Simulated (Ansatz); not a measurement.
The input, for Ansatz 0.2.0:

```yaml
crystal:
  periodic: [false, false, false]
  atoms:
    - {symbol: Ga, position_ang: [0.000000, 0.025527, -0.002431]}
    - {symbol: H, position_ang: [0.000000, -2.047064, -0.002431]}
    - {symbol: H, position_ang: [0.000000, 0.133602, -1.354118]}
    - {symbol: H, position_ang: [0.000000, 0.147632, 1.524739]}
basis:
  gaussian: {orbitals: def2-mTZVP, fitting: {mean_field: def2-universal-jkfit}}
total_charge: 1
magnetization: {spin_polarized: true, initial_magnetization: 1}
correlation: {method: mp2, electrons: all}
```

```sh
$ ansatz run in.yaml --threads 1 --pin off --events-out ev --progress --plain --max-ram 2393MiB
```

Question: Roughly how long does this take on 1 thread of Arm Neoverse V1, shared host, and how much host memory?

Answer: 0.33 s wall and 0.07 GiB.

```
320 factors; integrals over basis functions are off by at most 9.6e-1 eV
mean field evaluation 1: about -52370.1605 eV, gradient 7.5e0 eV
mean field evaluation 2: about -52370.8943 eV, gradient 3.0e0 eV
mean field evaluation 4: about -52371.0594 eV, gradient 4.4e-1 eV
mean field evaluation 8: about -52371.0618 eV, gradient 7.4e-7 eV
mean field -52371.06175939 eV, -1924.6010212770 hartree, gradient 7.4e-7 eV, S^2 0.752240; 0 other end points of the search recorded, 0 dependent functions left out
reference -52371.06175939 eV, -1924.6010212770 hartree; 17, 16 occupied and 28, 29 virtual orbitals, 320 factors
second order -8.40001915 eV of doubles, -0.00000000 eV of singles
Total energy: -52379.46177854 eV, -1924.9097162868 hartree
```
